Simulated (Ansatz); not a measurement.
The input, for Ansatz 0.2.0:

```yaml
crystal:
  periodic: [false, false, false]
  atoms:
    - {symbol: O, position_ang: [0.000000, 0.000000, 0.000000]}
    - {symbol: Na, position_ang: [0.000000, 0.000000, 8.513000]}
basis:
  gaussian: {orbitals: cc-pVDZ}
total_charge: 1
magnetization: {spin_polarized: false, initial_magnetization: 2}
correlation: {method: ccsdt_q, electrons: outside_noble_gas}
```

```sh
$ ansatz run in.yaml --threads 1 --pin off --events-out ev --progress --plain --max-ram 2393MiB
```

(1) Roughly how long does this take on 1 thread of Intel Xeon, shared host, and how much host memory?

```
481 factors; integrals over basis functions are off by at most 1.3e-7 eV
mean field evaluation 1: about -6433.1524 eV, gradient 2.4e1 eV
mean field evaluation 2: about -6433.2284 eV, gradient 2.3e1 eV
mean field evaluation 4: about -6434.3459 eV, gradient 1.1e0 eV
mean field evaluation 8: about -6434.3627 eV, gradient 2.3e-1 eV
mean field evaluation 16: about -6434.3640 eV, gradient 2.9e-1 eV
mean field evaluation 32: about -6434.3719 eV, gradient 4.4e-6 eV
mean field evaluation 64: about -6434.3572 eV, gradient 1.8e0 eV
mean field evaluation 96: about -6434.3635 eV, gradient 4.6e-4 eV
mean field evaluation 128: about -6434.1863 eV, gradient 7.3e0 eV
mean field evaluation 160: about -6434.3633 eV, gradient 5.0e-2 eV
mean field -6434.37194654 eV, -236.4588076613 hartree, gradient 4.7e-9 eV, S^2 2.000000; 8 other end points of the search recorded, 0 dependent functions left out
mean field evaluation 192: about -6434.4932 eV, gradient 4.2e-2 eV
mean field evaluation 224: about -6434.4880 eV, gradient 6.2e-1 eV
determinant -6434.37194654 eV, -236.4588076613 hartree, with singles and doubles -6437.66647781 eV, -236.5798794524 hartree
determinant -6434.36348148 eV, -236.4584965763 hartree, with singles and doubles -6437.65783971 eV, -236.5795620081 hartree
determinant -6434.37194654 eV, -236.4588076613 hartree, with singles and doubles -6437.68121804 eV, -236.5804211458 hartree
determinant -6434.36348148 eV, -236.4584965763 hartree, with singles and doubles -6437.67256274 eV, -236.5801030697 hartree
6 core orbitals not correlated: weight in the atoms' cores, before any rotation towards them, 1.000 or more for the frozen orbitals, at most 0.000 for the correlated occupied ones
reference -6434.37194654 eV, -236.4588076613 hartree; 4, 2 occupied and 22, 24 virtual orbitals, 481 factors
second order -2.80946106 eV of doubles, -0.09125162 eV of singles
cycle   1  -3.23693334 eV  change   -3.3e-1 eV  update   2.4e-2
cycle   2  -3.32744411 eV  change   -9.1e-2 eV  update   7.4e-3
cycle   3  -3.33366325 eV  change   -6.2e-3 eV  update   2.0e-3
cycle   4  -3.33340347 eV  change    2.6e-4 eV  update   8.1e-4
cycle   5  -3.33338565 eV  change    1.8e-5 eV  update   2.8e-4
cycle   6  -3.33346934 eV  change   -8.4e-5 eV  update   1.1e-4
cycle   7  -3.33350479 eV  change   -3.5e-5 eV  update   4.9e-5
cycle   8  -3.33352155 eV  change   -1.7e-5 eV  update   2.1e-5
cycle   9  -3.33352056 eV  change    9.9e-7 eV  update   1.3e-5
cycle  10  -3.33351244 eV  change    8.1e-6 eV  update   8.0e-6
cycle  11  -3.33351204 eV  change    4.0e-7 eV  update   3.3e-6
cycle  12  -3.33351380 eV  change   -1.8e-6 eV  update   1.6e-6
cycle  13  -3.33351456 eV  change   -7.6e-7 eV  update   7.7e-7
cycle  14  -3.33351501 eV  change   -4.5e-7 eV  update   5.1e-7
perturbative correction -0.00186285 eV, -0.0000684584 hartree
Total energy: -6437.70732439 eV, -236.5813805367 hartree
```

For the same geometry and basis full CI lies 0.4 meV higher.

Results:

(1) 3.4 s wall and 0.15 GiB.
